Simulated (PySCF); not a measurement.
This PySCF input (B3LYP/6-311++G(2d,2p)) gives -76.46204 Eh with 47 basis functions.

```python
import numpy as np, basis_set_exchange as bse
from pyscf import gto, scf, dft, df

basis = {'H': gto.basis.parse(bse.get_basis('6-311++G(2d,2p)', elements=['H'], fmt='nwchem')), 'O': gto.basis.parse(bse.get_basis('6-311++G(2d,2p)', elements=['O'], fmt='nwchem'))}
mol = gto.M(
    atom='''
    O     0.00702152    0.00134342    0.11666744
    H    -0.04995842    0.75929218   -0.47415850
    H    -0.00621371   -0.77003954   -0.45918106
    ''',
    basis=basis,
    charge=0,
    verbose=4,
    max_memory=2160,
)
mf = dft.RKS(mol, xc='b3lyp')
mf.grids.level = 3
mf = mf.density_fit(auxbasis=df.autoaux(mol))
mf.conv_tol = 1e-9
mf.max_cycle = 100
print('smallest overlap eigenvalue', np.linalg.eigvalsh(mol.intor('int1e_ovlp'))[0])
mf.kernel()
dip = mf.dip_moment()
```

Change:
```diff
- basis = {'H': gto.basis.parse(bse.get_basis('6-311++G(2d,2p)', elements=['H'], fmt='nwchem')), 'O': gto.basis.parse(bse.get_basis('6-311++G(2d,2p)', elements=['O'], fmt='nwchem'))}
+ basis = {'H': gto.basis.parse(bse.get_basis('def2-TZVPPD', elements=['H'], fmt='nwchem')), 'O': gto.basis.parse(bse.get_basis('def2-TZVPPD', elements=['O'], fmt='nwchem'))}
```

Problem. What does the run give now?

Solution. -76.46945 Eh (B3LYP/def2-TZVPPD, 74 functions), a change of -7.41 mEh.
